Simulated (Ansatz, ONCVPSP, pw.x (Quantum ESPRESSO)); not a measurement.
# pw.x on diamond H: one setting changed

Potential: optimised norm-conserving Vanderbilt (ONCV), ONCVPSP 4.0.1, PBEsol; core none, reference 1s1; waves: 1s: rc 1.15 bohr, ncon 4, nbas 8, qcut 6.2 1/bohr, 1 projector; p scattering state at 0.13 Ha: rc 1.00 bohr, ncon 3, nbas 7, qcut 8.9 1/bohr, 2 projectors, debl 1 Ha; local part: polynomial inside 0.90 bohr (lpopt 5, dvloc0 6 Ha); core correction: none.

The reference run (k-mesh 15³, cutoffs 50/200 Ry, Fermi–Dirac 0.01 Ry, mixing_beta 0.4, conv_thr 1e-9, no spin) gives 0.74 GPa at 3.355 Å³/atom, where all-electron LAPW gives -0.03 GPa. This run, with its own iteration cap, changes diagonalization to rmm-davidson.

```
&control
  calculation='scf', prefix='x', pseudo_dir='./', outdir='./tmp', tstress=.true., disk_io='none'
/
&system
  ibrav=0, nat=2, ntyp=1, ecutwfc=50, ecutrho=200, nbnd=8,
  occupations='smearing', smearing='fd', degauss=0.01
/
&electrons
  conv_thr=1e-09, mixing_beta=0.4, electron_maxstep=60, diagonalization='rmm-davidson'
/
ATOMIC_SPECIES
H 1.0 H.UPF
CELL_PARAMETERS angstrom
  0.00000000 1.49703116 1.49703116
  1.49703116 0.00000000 1.49703116
  1.49703116 1.49703116 0.00000000
ATOMIC_POSITIONS crystal
H 0.0000 0.0000 0.0000
H 0.2500 0.2500 0.2500
K_POINTS automatic
15 15 15 0 0 0
```

```bash
pw.x < H.scf.in > H.scf.out
```

**Question.** How does the run end?

**Answer.** It converges in 7 iterations; the free energy moves by +0.0 meV/atom and the pressure by +0.00 GPa. The result is that of the reference run.

```
Message from routine setup:
     using ibrav=0 with symmetry is DISCOURAGED, use correct ibrav instead
     lattice parameter (alat)  =       4.0008  a.u.
     unit-cell volume          =      45.2813 (a.u.)^3
     number of electrons       =         2.00
     number of Kohn-Sham states=            8
     kinetic-energy cutoff     =      50.0000  Ry
     charge density cutoff     =     200.0000  Ry
     scf convergence threshold =      1.0E-09
     Exchange-correlation= PBESOL
     number of k points=   120  Fermi-Dirac smearing, width (Ry)=  0.0100
     iteration #  1     ecut=    50.00 Ry     beta= 0.40
     total energy              =      -2.20102418 Ry
     estimated scf accuracy    <       0.00551813 Ry
     iteration #  2     ecut=    50.00 Ry     beta= 0.40
     total energy              =      -2.20094436 Ry
     estimated scf accuracy    <       0.00190880 Ry
     iteration #  3     ecut=    50.00 Ry     beta= 0.40
     total energy              =      -2.20095332 Ry
     estimated scf accuracy    <       0.00000088 Ry
     iteration #  4     ecut=    50.00 Ry     beta= 0.40
     total energy              =      -2.20095424 Ry
     estimated scf accuracy    <       0.00000380 Ry
     iteration #  5     ecut=    50.00 Ry     beta= 0.40
     total energy              =      -2.20095428 Ry
     estimated scf accuracy    <          9.2E-09 Ry
     iteration #  6     ecut=    50.00 Ry     beta= 0.40
     total energy              =      -2.20095428 Ry
     estimated scf accuracy    <          4.2E-09 Ry
     iteration #  7     ecut=    50.00 Ry     beta= 0.40
     the Fermi energy is     2.8617 ev
!    total energy              =      -2.20095428 Ry
     estimated scf accuracy    <          4.2E-12 Ry
     smearing contrib. (-TS)   =      -0.00034554 Ry
     The total energy is F=E-TS. E is the sum of the following terms:
     one-electron contribution =       0.91761711 Ry
     hartree contribution      =       0.11823642 Ry
     xc contribution           =      -1.33231299 Ry
     ewald contribution        =      -1.90414928 Ry
     convergence has been achieved in   7 iterations
          total   stress  (Ry/bohr**3)                   (kbar)     P=        7.43
     Message from routine punch:
     Nothing written, as per user request (disk_io='none')
```

The run took about 2.2 s on one core of a shared host (AMD EPYC 9R45, 192 threads, 1484 GiB, load 96).
